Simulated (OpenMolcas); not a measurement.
# AlH3O (AlH2(OH)), step by step

Wanted: the energy (UHF/STO-3G), then a single-point energy (CASSCF(2,2)/STO-3G), then the energy (CASPT2(2,2)/STO-3G), then a single-point energy (SC-NEVPT2(2,2)/STO-3G), then the energy (MRCI(2,2)/STO-3G) of AlH3O (AlH2(OH)). 

The calculation is run with OpenMolcas 26.06.

1 further run of the same task is left out (it didn't finish).

## 1. The molecule

AlH3O has 5 atoms, charge 0, and is taken as a singlet. As SMILES, `[H][Al]([H])[OH]`. The Al1–H3 distance was set to 3.062 Å, away from the relaxed value. At this shape a bond of the SMILES string is far longer than usual.

Bond lengths: Al1–O4 1.636 Å, Al1–H2 1.532 Å, O4–H5 0.949 Å. Angles: Al1–O4–H5 179.6°, H2–Al1–O4 120.0°.

## 2. A single-point energy at UHF/STO-3G (run 1)

step1.inp

```
* AlH3O Hartree-Fock
&GATEWAY
BASLIB = $CurrDir
COORD
5
angstrom
Al       1.024568      -0.866784       0.093272
H        2.551778      -0.900674      -0.018838
H       -0.481020       1.769010      -0.311810
O        0.197348      -2.237934       0.429202
H       -0.281482      -3.035234       0.618342
BASIS = STO-3G
GROUP = NoSym
&SEWARD
&SCF
UHF
SCRAMBLE = 0.25
PRORBITALS = 1 1
```

The basis set STO-3G is read from a file made from the Basis Set Exchange's data (not shown).

The run is started by

```
export MOLCAS_MEM=1860
pymolcas step1.inp > step1.log
```

Standard output:

```text
--- Start Module: gateway ---
[...]
--- Stop Module: gateway /rc=_RC_ALL_IS_WELL_ ---
--- Start Module: seward ---
[...]
      Basis functions           17
--- Stop Module: seward /rc=_RC_ALL_IS_WELL_ ---
--- Start Module: scf ---
[...]
       Convergence after  20 Iterations
[...]
::    Total SCF energy                               -314.4112673509
[...]
      Total spin, S                                     0.6030350994
[...]
      Total electronic charge=   24.000000
      Total            charge=   -0.000000
[...]
      Dipole Moment (debye):
      Origin of the operator (angstrom)=    0.7088   -1.3341    0.2103
                   X= -8.9429E-01               Y=  5.4073E-01               Z= -4.7345E-02           Total=  1.0461E+00
      Quadrupole Moment (debye*angstrom):
[...]
--- Stop Module: scf /rc=_RC_ALL_IS_WELL_ ---
[...]
```

It took 1.9 s on 1 thread of Intel Xeon Platinum 8488C (Sapphire Rapids), shared host; peak memory 0.37 GiB.

## 3. The energy at CASSCF(2,2)/STO-3G (run 2)

step2.inp

```
&gateway
baslib=$CurrDir
coord
5
angstrom
Al       1.024568      -0.866784       0.093272
H        2.551778      -0.900674      -0.018838
H       -0.481020       1.769010      -0.311810
O        0.197348      -2.237934       0.429202
H       -0.281482      -3.035234       0.618342
basis=STO-3G
group=NoSym
&seward
&rasscf
fileorb=$CurrDir/step1.UnaOrb
spin=1
nactel=2 0 0
inactive=11
ras2=2
orblisting=Nothing
```

The basis set STO-3G is read from a file made from the Basis Set Exchange's data (not shown).

The run is started by

```
export MOLCAS_MEM=1860
pymolcas step2.inp > step2.log
```

Standard output:

```text
--- Start Module: gateway ---
[...]
--- Stop Module: gateway /rc=_RC_ALL_IS_WELL_ ---
--- Start Module: seward ---
[...]
      Basis functions           17
--- Stop Module: seward /rc=_RC_ALL_IS_WELL_ ---
--- Start Module: rasscf ---
[...]
      Number of active orbitals                  2
[...]
      Spin quantum number                      0.0
[...]
      Active orbitals                            2
[...]
      Number of CSFs                             3
[...]
      Number of root(s) required                 1
[...]
      Convergence after  8 iterations
[...]
      printout of CI-coefficients larger than  0.05 for root  1
      energy=    -314.416298
      conf/sym  11     Coeff  Weight
             1  20  -0.83305 0.69397
             3  02   0.55320 0.30603
      Natural orbitals and occupation numbers for root  1
      sym 1:   1.387934   0.612066
      ************************************************************************************************************************
      *                                                    Final results                                                     *
[...]
::    RASSCF root number  1 Total energy:   -314.41629768
[...]
      Total electronic charge=   24.000000
      Total            charge=   -0.000000
[...]
      Dipole Moment (debye):
      Origin of the operator (angstrom)=    0.7088   -1.3341    0.2103
                   X= -8.1750E-01               Y=  3.7069E-01               Z= -1.9517E-02           Total=  8.9784E-01
      Quadrupole Moment (debye*angstrom):
[...]
--- Stop Module: rasscf /rc=_RC_ALL_IS_WELL_ ---
[...]
```

It took 1.6 s on 1 thread of Intel Xeon Platinum 8488C (Sapphire Rapids), shared host; peak memory 0.37 GiB.

## 4. A single-point energy at CASPT2(2,2)/STO-3G (run 3)

step3.input

```
>>> EXPORT MOLCAS_PRINT=2

&gateway
  baslib=$CurrDir
  coord
  5
  angstrom
  Al       1.024568      -0.866784       0.093272
  H        2.551778      -0.900674      -0.018838
  H       -0.481020       1.769010      -0.311810
  O        0.197348      -2.237934       0.429202
  H       -0.281482      -3.035234       0.618342
  basis=STO-3G
  group=NoSym

&seward

&rasscf
  fileorb=$CurrDir/step2.RasOrb
  spin=1
  nactel=2 0 0
  inactive=11
  ras2=2
  orblisting=Nothing

&caspt2
  imaginary=0.1
  frozen=6
```

The basis set STO-3G is read from a file made from the Basis Set Exchange's data (not shown).

The run is started by

```
export MOLCAS_MEM=1860
pymolcas step3.input > step3.log
```

Standard output:

```text
--- Start Module: gateway ---
[...]
--- Stop Module: gateway /rc=_RC_ALL_IS_WELL_ ---
[...]
      Basis functions           17
[...]
--- Start Module: rasscf ---
[...]
      Number of active orbitals                  2
[...]
      Spin quantum number                      0.0
[...]
      Active orbitals                            2
[...]
      Number of CSFs                             3
[...]
      Number of root(s) required                 1
[...]
      Convergence after  4 iterations
[...]
      printout of CI-coefficients larger than  0.05 for root  1
      energy=    -314.416298
      conf/sym  11     Coeff  Weight
             1  20  -0.83305 0.69397
             3  02   0.55320 0.30603
      Natural orbitals and occupation numbers for root  1
      sym 1:   1.387934   0.612066
      ************************************************************************************************************************
      *                                                    Final results                                                     *
[...]
::    RASSCF root number  1 Total energy:   -314.41629768
[...]
      Total electronic charge=   24.000000
      Total            charge=   -0.000000
[...]
      Dipole Moment (debye):
      Origin of the operator (angstrom)=    0.7088   -1.3341    0.2103
                   X= -8.1750E-01               Y=  3.7068E-01               Z= -1.9514E-02           Total=  8.9782E-01
      Quadrupole Moment (debye*angstrom):
[...]
--- Stop Module: rasscf /rc=_RC_ALL_IS_WELL_ ---
--- Start Module: caspt2 ---
[...]
      E2 (Variational):          -0.0533821010
      Total energy:            -314.4696797843
[...]
      Reference weight:           0.97467
[...]
::    CASPT2 Root  1     Total energy:   -314.46967978
[...]
--- Stop Module: caspt2 /rc=_RC_ALL_IS_WELL_ ---
[...]
```

Wall time 1.6 s (1 thread of Intel Xeon Platinum 8488C (Sapphire Rapids), shared host); peak memory 0.37 GiB.

## 5. A single-point energy at SC-NEVPT2(2,2)/STO-3G (run 4)

step4.inp

```
&GATEWAY
 BasLib=$CurrDir
 Coord
 5
 angstrom
 Al       1.024568      -0.866784       0.093272
 H        2.551778      -0.900674      -0.018838
 H       -0.481020       1.769010      -0.311810
 O        0.197348      -2.237934       0.429202
 H       -0.281482      -3.035234       0.618342
 Basis=STO-3G
 Group=NoSym

&SEWARD

&RASSCF
 FileOrb=$CurrDir/step2.RasOrb
 Spin=1
 Nactel=2 0 0
 Inactive=11
 Ras2=2
 OrbListing=Nothing

&CASPT2
 SC-NEVPT2
 Frozen=6
```

The basis set STO-3G is read from a file made from the Basis Set Exchange's data (not shown).

The run is started by

```
export MOLCAS_MEM=1860
pymolcas step4.inp > step4.log
```

Standard output:

```text
--- Start Module: gateway ---
[...]
--- Stop Module: gateway /rc=_RC_ALL_IS_WELL_ ---
[...]
      Basis functions           17
[...]
--- Start Module: rasscf ---
[...]
      Number of active orbitals                  2
[...]
      Spin quantum number                      0.0
[...]
      Active orbitals                            2
[...]
      Number of CSFs                             3
[...]
      Number of root(s) required                 1
[...]
      Convergence after  4 iterations
[...]
      printout of CI-coefficients larger than  0.05 for root  1
      energy=    -314.416298
      conf/sym  11     Coeff  Weight
             1  20  -0.83305 0.69397
             3  02   0.55320 0.30603
      Natural orbitals and occupation numbers for root  1
      sym 1:   1.387934   0.612066
      ************************************************************************************************************************
      *                                                    Final results                                                     *
[...]
::    RASSCF root number  1 Total energy:   -314.41629768
[...]
      Total electronic charge=   24.000000
      Total            charge=   -0.000000
[...]
      Dipole Moment (debye):
      Origin of the operator (angstrom)=    0.7088   -1.3341    0.2103
                   X= -8.1750E-01               Y=  3.7068E-01               Z= -1.9514E-02           Total=  8.9782E-01
      Quadrupole Moment (debye*angstrom):
[...]
--- Stop Module: rasscf /rc=_RC_ALL_IS_WELL_ ---
--- Start Module: caspt2 ---
[...]
      E2 (Variational):          -0.0526790967
[...]
      E2 (Variational):          -0.0526643090
      Total energy:            -314.4689619923
[...]
      Reference weight:           0.97527
[...]
::    SC-NEVPT2 Root  1     Total energy:   -314.46896199
[...]
--- Stop Module: caspt2 /rc=_RC_ALL_IS_WELL_ ---
[...]
```

Wall time 1.7 s (1 thread of Intel Xeon Platinum 8488C (Sapphire Rapids), shared host); peak memory 0.37 GiB.

## 6. A single-point energy at MRCI(2,2)/STO-3G (run 5)

step5.inp

```
&GATEWAY
  BasLib=$CurrDir
  Coord
  5
  angstrom
  Al       1.024568      -0.866784       0.093272
  H        2.551778      -0.900674      -0.018838
  H       -0.481020       1.769010      -0.311810
  O        0.197348      -2.237934       0.429202
  H       -0.281482      -3.035234       0.618342
  Basis=STO-3G
  Group=NoSym

&SEWARD

&RASSCF
  FileOrb=$CurrDir/step2.RasOrb
  Spin=1
  Nactel=2 0 0
  Inactive=11
  Ras2=2
  OrbListing=Nothing

&MOTRA
  LumOrb
  Frozen=6

&GUGA
  Electrons=12
  Spin=1
  Inactive=5
  Active=2
  CIAll=1

&MRCI
  SDCI
```

The basis set STO-3G is read from a file made from the Basis Set Exchange's data (not shown).

The run is started by

```
export MOLCAS_MEM=1860
pymolcas step5.inp > step5.log
```

Standard output:

```text
--- Start Module: gateway ---
[...]
--- Stop Module: gateway /rc=_RC_ALL_IS_WELL_ ---
[...]
      Basis functions           17
[...]
      Number of active orbitals                  2
[...]
      Spin quantum number                      0.0
[...]
      Active orbitals                            2
[...]
      Number of CSFs                             3
[...]
      Number of root(s) required                 1
[...]
      Convergence after  4 iterations
[...]
      printout of CI-coefficients larger than  0.05 for root  1
      energy=    -314.416298
      conf/sym  11     Coeff  Weight
             1  20  -0.83305 0.69397
             3  02   0.55320 0.30603
      Natural orbitals and occupation numbers for root  1
      sym 1:   1.387934   0.612066
      ************************************************************************************************************************
      *                                                    Final results                                                     *
[...]
::    RASSCF root number  1 Total energy:   -314.41629768
[...]
      Dipole Moment (debye):
      Origin of the operator (angstrom)=    0.7088   -1.3341    0.2103
                   X= -8.1750E-01               Y=  3.7068E-01               Z= -1.9514E-02           Total=  8.9782E-01
      Quadrupole Moment (debye*angstrom):
[...]
--- Start Module: guga ---
[...]
--- Stop Module: guga /rc=_RC_ALL_IS_WELL_ ---
[...]
       (But an ACPF correction will be computed)
       USE THE DEFAULT ACPF G-VALUE GFAC=  0.16666666666666666
[...]
                      CI ENERGY:  -314.48393201
[...]
                ACPF CORRECTION:    -0.00304446
[...]
      Total electronic charge=   24.000000
      Total            charge=   -0.000000
[...]
     ACPF CORRECTION:     -0.00304446
[...]
  CI State   1     Total energy:   -314.48393201     QDav:     -0.00368654     QACPF:     -0.00304446
[...]
```

Run time: 1.8 s. Hardware: 1 thread of Intel Xeon Platinum 8488C (Sapphire Rapids), shared host; peak memory 0.37 GiB.

## 7. Outcome

```
                                                    quantity          value
                             run 1, UHF/STO-3G: total energy  -314.41127 Eh
                            run 1, UHF/STO-3G: dipole moment         1.05 D
                              run 1, UHF/STO-3G: HOMO energy       -4.02 eV
                              run 1, UHF/STO-3G: LUMO energy        8.18 eV
                            run 1, UHF/STO-3G: HOMO–LUMO gap       12.20 eV
                                     run 1, UHF/STO-3G: ⟨S²⟩          0.967
                     run 2, CASSCF(2,2)/STO-3G: total energy  -314.41630 Eh
   run 2, CASSCF(2,2)/STO-3G: dipole moment (CASSCF density)         0.90 D
                     run 3, CASPT2(2,2)/STO-3G: total energy  -314.46968 Eh
   run 3, CASPT2(2,2)/STO-3G: dipole moment (CASSCF density)         0.90 D
                  run 4, SC-NEVPT2(2,2)/STO-3G: total energy  -314.46896 Eh
run 4, SC-NEVPT2(2,2)/STO-3G: dipole moment (CASSCF density)         0.90 D
                       run 5, MRCI(2,2)/STO-3G: total energy  -314.48393 Eh
     run 5, MRCI(2,2)/STO-3G: dipole moment (CASSCF density)         0.90 D
```

⟨S²⟩ (run 1, UHF/STO-3G) is 0.97 where a pure singlet has 0.00: the reference is spin-contaminated. Mulliken charges (run 1, UHF/STO-3G) run from -0.62 on O4 to +0.77 on Al1. Mulliken charges (run 2, CASSCF(2,2)/STO-3G) run from -0.62 on O4 to +0.79 on Al1; they depend strongly on the basis. Mulliken charges (run 3, CASPT2(2,2)/STO-3G) of the CASSCF density run from -0.62 on O4 to +0.79 on Al1. Mulliken charges (run 4, SC-NEVPT2(2,2)/STO-3G) of the CASSCF density run from -0.62 on O4 to +0.79 on Al1; they depend strongly on the basis.
